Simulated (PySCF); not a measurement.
State search for MgO⁺

Unrestricted PBE0; PySCF, no relativity, basis sets Mg 6-311G(d,p), O 6-311G(d,p). Outer shells of the fragments: Mg+ 3s1; O 2s2 2p4.

Followed along the bond (rough minima from three points):

```tsv
2Ms+1	unpaired	⟨S²⟩ at the start	R at minimum (Å)	Te (eV)
2	π ↑	0.82	1.86	0.00
2	σ ↑	0.75	none in the scan	≤ 1.08
4	σ ↑, π ↑↑	3.75	none in the scan	≤ 1.59
```

Solutions found at the starting distance of 2.055 Å, counted from the lowest of them; the search is not exhaustive and high or unbound solutions are not listed, so other states can lie among these:

```tsv
2Ms+1	unpaired	term	E (eV)	⟨S²⟩	⟨Lz²⟩	μ (D)
2	π ↑	²Π	0.00	0.82	1.01	-8.57
4	σ ↑, π ↑↑	⁴Σ⁻	1.54	3.75	0.00	-1.59
2	σ ↑	²Σ⁺	1.56	0.75	0.00	-9.94
2	σ ↓, π ↑↑	mixed	1.63	1.75	0.00	-1.46
4	σ ↑↑, π ↑	⁴Π	2.32	3.75	1.00	-1.65
2	σ ↑, π ↑↓	mixed	2.38	1.75	2.00	-1.53
2	σ ↑	mixed	4.61	0.75	2.00	-1.54
4	π ↑↑↑	⁴Π	5.00	3.75	1.00	-2.71
4	σ ↑, π ↑↑	mixed	5.85	3.75	2.00	-2.80
4	σ ↑, π ↑↑	mixed	5.96	3.75	2.00	-2.70
```

A term symbol is given only where ⟨S²⟩ and ⟨Lz²⟩ are close to those of a pure state; real π, δ and φ orbitals otherwise mix terms. A positive dipole points towards O; it is taken about the centre of mass and depends on that origin.

Counting both spins, an empty level lies below a filled one in some of these solutions, because spin and occupation are held.
